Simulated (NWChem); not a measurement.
Atomisation of Na2

```
Na
Na 1 3.1249
```
Charge 0, spin multiplicity 1.

Program: NWChem. The geometry was optimised at PBE0/def2-SVP, a minimum by its harmonic frequencies.

Basis set: def2-TZVP. The atomisation energy is electronic alone: no zero-point, thermal, spin-orbit or counterpoise terms. No value is extrapolated to the basis-set limit. Free atoms are single determinants with multiplicities Na 2. Correlated methods freeze the same cores in atoms and molecule, 2 orbitals in all.

```csv
method,atomisation energy (kcal/mol)
HF,-0.4
B3LYP,17.0
PBE0,15.9
LDA (SVWN5),20.2
BP86,16.5
PBE,17.8
BLYP,17.7
TPSS,19.3
MP2,12.0
CCSD(T),16.9
```

The values span 20.6 kcal/mol, from HF (lowest) to LDA (SVWN5) (highest). 

B3LYP has NWChem's definition, with VWN1-RPA local correlation. The structure started from a generated list of species. The stability of the SCF solutions was not checked. Open-shell Hartree-Fock references start from PBE0 orbitals. No row is a measurement; the coupled-cluster row has its own basis-set and correlation limits.
